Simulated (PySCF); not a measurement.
# The bond of SiH+, level by level

One table from this session's results is given with a row withheld; the runs are named, their logs left out.

Computed with PySCF 2.14.0. Level: Si def2-TZVPPD, H def2-TZVPPD, no relativity.

Set-up of the first run:

The job is set up so:

```
atoms                         : Si, H
charge                        : 1
basis                         : Si def2-TZVPPD, H def2-TZVPPD
Hamiltonian                   : no relativity
basis functions               : 65
electrons treated             : 14
masses in u                   : 27.9769, 1.0078
levels                        : PBE0, PBE, r²SCAN, B3LYP, TPSS, MN15, M06-2X, r²SCANh, LC-ωPBE, HF, MP2, SCS-MP2, CCSD, CCSD(T)
grid                          : 80 radial by 434 angular points
occupations                   : held fixed by the projection of orbital angular momentum
dissociation limit            : Si+ + H, each in its ground configuration
starting distance in angstrom : 1.535
values of 2S to try           : 0, 2
```

The run is started by

```sh
$ OMP_NUM_THREADS=1 python dia.py task.json out
```

Steps of the session up to this table: Input; The PBE0 curve of the state that the search chose; Higher solutions at PBE0; PBE; r²SCAN; B3LYP (global hybrid GGA); TPSS (meta-GGA); MN15; M06-2X (hybrid meta-GGA); r²SCANh (hybrid meta-GGA); LC-ωPBE (range-separated hybrid); RHF (mean field); Adding correlation.

One of the session's tables, all rows but one given; the rest of the session is left out.

It belongs to the step «The curves together». Energy (eV) from each level's lowest point:

| R (Å) | RHF | RHF-MP2 | RHF-SCS-MP2 | RHF-CCSD | RHF-CCSD(T) |
| --- | --- | --- | --- | --- | --- |
| 1.307 | 0.427 | 0.432 | 0.429 | n/a | n/a |
| 1.368 | 0.177 | 0.182 | 0.180 | 0.193 | 0.197 |
| 1.429 | 0.041 | 0.045 | 0.044 | 0.053 | 0.055 |
| 1.474 | 0.000 | 0.002 | 0.002 | 0.006 | 0.008 |
| 1.520 | 0.001 | 0.000 | 0.000 | 0.000 | 0.000 |
| 1.566 | 0.036 | 0.032 | 0.032 | 0.026 | 0.025 |
| 1.626 | ? | ? | ? | ? | ? |
| 1.702 | 0.293 | 0.273 | 0.273 | 0.247 | 0.241 |
| 1.794 | 0.550 | 0.515 | 0.513 | 0.470 | 0.460 |
| 1.915 | 0.952 | 0.890 | 0.886 | n/a | n/a |

Estimate the missing values for R (Å) = 1.626.

Worked estimate for «RHF». A straight line through the neighbours (1.566, 0.036) and (1.702, 0.293) gives 0.036 + (0.293 − 0.036) × (1.626 − 1.566) / (1.702 − 1.566) = 0.149; a parabola fitted to 4 rows on both sides gives 0.130.

The run gave: RHF: 0.126; RHF-MP2: 0.116; RHF-SCS-MP2: 0.116; RHF-CCSD: 0.103; RHF-CCSD(T): 0.099. In «RHF» the line misses by +0.023 and the parabola by +0.004.
